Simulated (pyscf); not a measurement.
F–SnH(Cl)–Cl -> Cl–Sn:–Cl [singlet] + hydrogen fluoride (HF), a 1,1-elimination (singlet surface; F–Sn, H–Sn broken, F–H formed). Single points on ωB97X-D3(BJ)/def2-SVP structures (PySCF, gas phase). MP2 and CC: frozen core, UHF for open shells. ΔMP2 is the change of the MP2 total energy from the triple- to the quadruple-zeta basis. Energies in kcal/mol from the reactant's lowest minimum found.

AM1 to PM7: differences of heats of formation from MOPAC. 

**Question.** In single points PM3 puts the saddle at 49.0 kcal/mol and the reaction energy at -24.5 kcal/mol. Should these be trusted to within a few kcal/mol? Compare with CCSD(T)/def2-TZVPP + ΔMP2(QZVPP).

**Answer.** CCSD(T)/def2-TZVPP + ΔMP2(QZVPP) gives ΔE‡ = 45.7 kcal/mol and ΔE = +2.0 kcal/mol. PM3 lies 3.3 kcal/mol over it in the barrier and 26.4 kcal/mol under it in the reaction energy, so on this step it does not hold to within 3.0 kcal/mol. CCSD(T)/def2-TZVPP + ΔMP2(QZVPP) has limits of its own. On the product side the descent ends in a complex (not fully relaxed), 5.0 kcal/mol under the separated species and 47.5 kcal/mol under the saddle at ωB97X-D3(BJ)/def2-TZVP. At ωB97X-D3(BJ) the barrier from the zero used here is 48.2 kcal/mol. One saddle was located; it need not be the lowest between these sides. The CCSD(T) − MP2 part came from Ansatz, without density fitting, on the same reference. The frozen core leaves the outer d or s,p core shells of the metals and heavy elements correlated in the MP2 and CC values, and def2-TZVPP describes them poorly, which can shift differences by a few kcal/mol. Elements past Kr carry the def2 core potentials, without spin-orbit coupling.
